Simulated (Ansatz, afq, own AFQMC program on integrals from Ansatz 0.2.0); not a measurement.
Integrals from Ansatz 0.2.0, then the random walk in our own AFQMC program (afq).

```yaml
crystal:
  periodic: [false, false, false]
  atoms:
    - {symbol: O, position_ang: [0.000000, 0.000000, -1.776467]}
    - {symbol: C, position_ang: [0.000000, 0.000000, -0.619767]}
    - {symbol: P, position_ang: [0.000000, 0.000000, 2.396233]}
basis:
  gaussian: {orbitals: cc-pVDZ}
magnetization: {spin_polarized: false, initial_magnetization: 1}
correlation: {method: ccsd_t, electrons: outside_noble_gas, hamiltonian_folder: ham}
```

```sh
$ ansatz run in.yaml --threads 1 --pin off --events-out ev --progress --plain --max-ram 1843MiB
```

Options of the walk:

```
--method phaseless --trial cisd --walkers 60 --populations 1 --least-time 40 --time-step 0.005 --steps-per-block 50 --equilibration-blocks 40 --max-blocks 300 --target-error 0.00092 --factor-cut 1e-05 --start spin_pure --seed 8516 --release-times 0.24,0.51,0.99,1.62,2.4 --release-step 0.03 --release-every 4 --taylor-order 6
```

Times are imaginary, in 1/Eh. The walk had a cap of 1937 s.

```
orbitals 39  electrons 8 7  factors 271 of 456
reference energy -453.36582249 Eh
CCSD correlation -0.39867935 Eh in 16 cycles, weight of the determinant in the CISD state 0.8027
energy of the start -453.764502 Eh
 block  time / (1/Eh)  mean weight  energy / Eh
     1     0.250  1.0026  -453.756885
     2     0.500  0.9987  -453.762013
     3     0.750  1.0018  -453.778228
     4     1.000  0.9969  -453.765587
     5     1.250  0.9988  -453.778623
     8     2.000  0.9991  -453.772736
    17     4.250  0.9997  -453.767598
    41    10.250  0.9997  -453.802951
    65    16.250  0.9983  -453.781554
    89    22.250  1.0009  -453.772356
   113    28.250  1.0015  -453.770251
   137    34.250  0.9991  -453.788275
   153    38.250  0.9984  -453.760316
   161    40.250  0.9995  -453.774855
   185    46.250  1.0004  -453.796141
   209    52.250  1.0008  -453.786751
   233    58.250  0.9992  -453.826124
   257    64.250  0.9984  -453.771867
   281    70.250  0.9999  -453.760410
   305    76.250  1.0009  -453.769442
   329    82.250  1.0004  -453.762924
   337    84.250  0.9986  -453.782245
blocks merged  error / Eh  count
     1  0.000890  300
     2  0.000994  150
     4  0.001109  75
     8  0.001239  37
    16  0.001443  18
    32  0.000973  9
released: time / (1/Eh)  energy / Eh  error  mean overlap
  0.24  -453.783952  0.001448  0.9873
  0.51  -453.785765  0.001507  0.9582
  0.99  -453.783231  0.002070  0.9520
  1.62  -453.786938  0.002392  0.9292
  2.40  -453.778001  0.004008  0.9237
energy -453.784438 +/- 0.001443 Eh
(rows thinned)
```

(1) Estimate how long the walk took on 1 thread of Arm Neoverse V1 (shared host).

The run passed its tests (sampling time, drift between the halves within three errors, error under three times the target), which doesn't prove that it has relaxed.

Against this walk (error 39.3 meV) on the same determinant: CCSD(T) 134.0 meV higher, CCSDT(Q) 23.7 meV higher (within the noise). The error is statistical and leaves out the bias of the constraint. None of these is a sure reference here. Released to 1.62 1/Eh the energy moves by -68 ± 76 meV (both errors), within twice the noise.

Cautions: constraint bias not in the error; error above the target (39.3 against 25.0 meV); higher spins were not checked; a spin-contaminated unrestricted determinant lies lower (UHF 1.30 eV lower, ⟨S²⟩ 1.77); CCSDT(Q) on the UHF determinant differs (153 meV higher), so the two series follow different states.

Results:

(1) 11 min of wall time.

CCSDT and higher add their correlation energy to the determinant of the CCSD(T) run, since their own runs factorise the integrals more tightly (a shift of under 2 meV). A walk keeps the symmetry of its determinant, which the program's search chose and which needn't be the lowest solution, so a lower state of the same spin and another symmetry isn't excluded.
